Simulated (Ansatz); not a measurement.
Basis-set extrapolation for C3H3F (`FC1C=C1`) (PBE0-D4/def2-TZVP geometry, frozen core, Ansatz 0.2.0). Multiplicity 1, RHF reference.

|  | def2-TZVPP | def2-QZVPP |
| --- | --- | --- |
| HF | -214.775929 | -214.785367 |
| MP2 correlation | -0.721214 | -0.776336 |
| CCSD(T) correlation | -0.769436 | not run |

Energies in hartree. Use E(X) = E(∞) + A·exp(−7.88·√X) for Hartree–Fock and E(X) = E(∞) + B·X^(−2.97) for correlation, with X = 3 and 4, and add CCSD(T) minus MP2 of the smaller set to the MP2 limit.

**Question.** What is the CCSD(T) energy at the basis-set limit?

**Answer.** HF limit: -214.785367 + (-0.009438) × 0.13774 = -214.78667. MP2 limit: -0.776336 + (-0.055122) × 0.74074 = -0.81717. Higher-order term: -0.769436 − (-0.721214) = -0.04822. Total: -215.65206 hartree, 280.1 kJ/mol below CCSD(T)/def2-TZVPP.
